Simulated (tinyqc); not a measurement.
CIS and TDHF on RHF in the sto-3g basis, frozen core, for H2O, spin multiplicity 1, step by step. One step of it, computed by the program tinyqc.

Task: TDHF (RPA) singlet states. B(ia,jb) = 2 (ia|jb) - (ib|ja); the squared energies are the eigenvalues of (A - B)(A + B); 1 hartree = 27.211386 eV.

CIS matrix A, singlet (hartree):
```
           2>6        2>7        3>6        3>7        4>6        4>7       5>6       5>7
2>6   1.577821   0.005628  -0.002993   0.057385   0.055026   0.005054  0.000000  0.000000
2>7   0.005628   1.601419  -0.023670   0.002914   0.006052  -0.021814  0.000000  0.000000
3>6  -0.002993  -0.023670   0.857717  -0.009802  -0.010712   0.035467  0.000000  0.000000
3>7   0.057385   0.002914  -0.009802   1.112486   0.107104   0.007278  0.000000  0.000000
4>6   0.055026   0.006052  -0.010712   0.107104   0.734912   0.000934  0.000000  0.000000
4>7   0.005054  -0.021814   0.035467   0.007278   0.000934   0.809071  0.000000  0.000000
5>6   0.000000   0.000000   0.000000   0.000000   0.000000   0.000000  0.563890  0.003470
5>7   0.000000   0.000000   0.000000   0.000000   0.000000   0.000000  0.003470  0.621179
```

Two-electron integrals over orbitals (pq|rs), unique and non-zero (hartree); the lowest 1 orbital is frozen and left out:
```
(22|22) 0.740856    (32|22) 0.002399    (32|32) 0.148601    (33|22) 0.664908
(33|32) -0.001149   (33|33) 0.655785    (42|22) 0.018826    (42|32) 6.05e-07
(42|33) 0.007192    (42|42) 0.116890    (43|22) 0.000981    (43|32) 0.012761
(43|33) 0.000665    (43|42) -0.001607   (43|43) 0.046157    (44|22) 0.672967
(44|32) -0.001017   (44|33) 0.614100    (44|42) -0.104207   (44|43) 0.002393
(44|44) 0.806209    (52|52) 0.141425    (53|52) -0.000892   (53|53) 0.030472
(54|52) -0.050210   (54|53) 0.000606    (54|54) 0.060376    (55|22) 0.746084
(55|32) -0.000341   (55|33) 0.645699    (55|42) -0.065421   (55|43) 0.002132
(55|44) 0.738036    (55|55) 0.880159    (62|22) 0.148614    (62|32) -0.002835
(62|33) 0.085331    (62|42) 0.015440    (62|43) 0.002662    (62|44) 0.092857
(62|55) 0.163842    (62|62) 0.106303    (63|22) -0.009570   (63|32) -0.032825
(63|33) -0.006553   (63|42) 0.005181    (63|43) -0.023302   (63|44) -0.010522
(63|55) -0.013124   (63|62) -0.007755   (63|63) 0.062782    (64|22) 0.082466
(64|32) 0.005349    (64|33) 0.042679    (64|42) -0.033574   (64|43) 0.000782
(64|44) 0.119760    (64|55) 0.106377    (64|62) 0.057226    (64|63) -0.008125
(64|64) 0.063651    (65|52) 0.060068    (65|53) -0.001979   (65|54) -0.004804
(65|65) 0.039990    (66|22) 0.633840    (66|32) -0.012517   (66|33) 0.585152
(66|42) 0.059425    (66|43) -0.005539   (66|44) 0.556612    (66|55) 0.601092
(66|62) 0.103172    (66|63) 0.004290    (66|64) 0.040470    (66|66) 0.611602
(72|22) 0.011043    (72|32) 0.030860    (72|33) 0.005520    (72|42) -0.000182
(72|43) -0.037476   (72|44) 0.008032    (72|55) 0.012394    (72|62) 0.003835
(72|63) 0.037048    (72|64) 0.005053    (72|66) 0.009104    (72|72) 0.059022
(73|22) 0.119836    (73|32) -0.003349   (73|33) 0.090093    (73|42) -0.079545
(73|43) 0.000432    (73|44) 0.160629    (73|55) 0.180970    (73|62) 0.077575
(73|63) -0.006507   (73|64) 0.073513    (73|66) 0.035447    (73|72) 0.008377
(73|73) 0.151825    (74|22) 0.003039    (74|32) -0.080821   (74|33) 0.003209
(74|42) -0.000864   (74|43) 0.008659    (74|44) 0.006155    (74|55) 0.005094
(74|62) 0.004555    (74|63) 0.037694    (74|64) -0.001654   (74|66) 0.009907
(74|72) -0.014181   (74|73) 0.006472    (74|74) 0.071381    (75|52) 0.004467
(75|53) 0.023192    (75|54) -0.000664   (75|65) 0.001209    (75|75) 0.023280
(76|22) 0.002041    (76|32) 0.097765    (76|33) -0.003213   (76|42) 0.004055
(76|43) 0.039922    (76|44) -0.004241   (76|55) -0.001052   (76|62) 0.002823
(76|63) -0.055000   (76|64) 0.004845    (76|66) -0.012127   (76|72) -0.015645
(76|73) -0.006642   (76|74) -0.056667   (76|76) 0.109243    (77|22) 0.631495
(77|32) 0.013841    (77|33) 0.624283    (77|42) -0.006548   (77|43) 0.005667
(77|44) 0.613728    (77|55) 0.626196    (77|62) 0.070384    (77|63) -0.013318
(77|64) 0.035920    (77|66) 0.575366    (77|72) 0.003499    (77|73) 0.081149
(77|74) -0.006294   (77|76) 0.011609    (77|77) 0.628378
```

Give: TDHF matrix B, singlet; squared energies w^2; TDHF energies from the positive w^2.

Result:

TDHF matrix B, singlet (hartree):
```
        2>6     2>7     3>6     3>7     4>6     4>7    5>6    5>7
2>6   0.106   0.004  -0.008   0.118   0.057   0.004  0.000  0.000
2>7   0.004   0.059  -0.003   0.008   0.006  -0.014  0.000  0.000
3>6  -0.008  -0.003   0.063  -0.007  -0.008   0.002  0.000  0.000
3>7   0.118   0.008  -0.007   0.152   0.109   0.006  0.000  0.000
4>6   0.057   0.006  -0.008   0.109   0.064  -0.002  0.000  0.000
4>7   0.004  -0.014   0.002   0.006  -0.002   0.071  0.000  0.000
5>6   0.000   0.000   0.000   0.000   0.000   0.000  0.040  0.001
5>7   0.000   0.000   0.000   0.000   0.000   0.000  0.001  0.023
```

squared energies w^2 (hartree^2): 0.316  0.386  0.492  0.619  0.762  1.231  2.480  2.569

TDHF energies from the positive w^2 (eV): 15.300  16.897  19.086  21.415  23.746  30.185  42.856  43.613
